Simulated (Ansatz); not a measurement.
A calculation with Ansatz (development build ahead of 0.2.0).

```yaml
crystal:
  periodic: [false, false, false]
  atoms:
    - { symbol: C, position_ang: [-0.00236, -0.05799, -0.6134] }
    - { symbol: O, position_ang: [-0.08156, -0.10868, 0.75895] }
    - { symbol: H, position_ang: [-0.00317, -1.08624, -1.07111] }
    - { symbol: H, position_ang: [-0.87933, 0.49426, -0.97147] }
    - { symbol: H, position_ang: [0.84404, 0.40933, -1.11705] }
    - { symbol: H, position_ang: [0.04134, 0.83483, 1.05917] }
basis:
  gaussian: { orbitals: STO-3G }
hamiltonian:
  xc: hf
correlation:
  method: mp2
  frozen_orbitals: { C: 1, H: 0, O: 1 }
```

The input is written out in the form of the current development build from the run's settings.

Output:

* Converged: yes
* Reference energy: -113.53963 hartree
* Correlation energy: -0.08910 hartree
* Total energy: -113.62874 hartree
* Spin squared of the determinant: 0.000
